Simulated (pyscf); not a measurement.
One four-centre exchange on the singlet surface with elements of a group swapped. ωB97M-D3(BJ)/def2-TZVP, kcal/mol, from the separated reactants. PySCF, gas phase, ωB97X-D3(BJ)/def2-SVP geometries.

```json
[
 {"step": "`[SiH3][O][InH2]` + `[OH2]` → `[OH][InH2]` + `[OH][SiH3]`", "barrier": "-9.3", "reaction energy": "+4.4", "imaginary mode (i cm⁻¹)": "516"},
 {"step": "`[SiH3][O][GaH2]` + `[OH2]` → `[OH][GaH2]` + `[OH][SiH3]`", "barrier": "[?]", "reaction energy": "[?]", "imaginary mode (i cm⁻¹)": "834"}
]
```

Question: Fill in the missing entries.

Answer: 
- `[SiH3][O][GaH2]` + `[OH2]` → `[OH][GaH2]` + `[OH][SiH3]`, barrier: -6.9
- `[SiH3][O][GaH2]` + `[OH2]` → `[OH][GaH2]` + `[OH][SiH3]`, reaction energy: +3.1

Row 1: On the reactant side the descent ends in an adduct with a In–O contact, 18.4 kcal/mol under the separated species and 8.0 kcal/mol under the saddle at ωB97X-D3(BJ)/def2-TZVP. On the product side the descent ends in an adduct with a In–O contact, 17.7 kcal/mol under the separated species and 1.5 kcal/mol under the saddle at ωB97X-D3(BJ)/def2-TZVP. Row 2: On the reactant side the descent ends in an adduct with a Ga–O contact, 17.9 kcal/mol under the separated species and 10.1 kcal/mol under the saddle at ωB97X-D3(BJ)/def2-TZVP. On the product side the descent ends in an adduct with a Ga–O contact, 16.2 kcal/mol under the separated species and 4.0 kcal/mol under the saddle at ωB97X-D3(BJ)/def2-TZVP. Each row is the saddle that its search found. Elements up to Kr have no core potential and no relativistic terms here. Elements past Kr carry the def2 core potentials, without spin-orbit coupling.
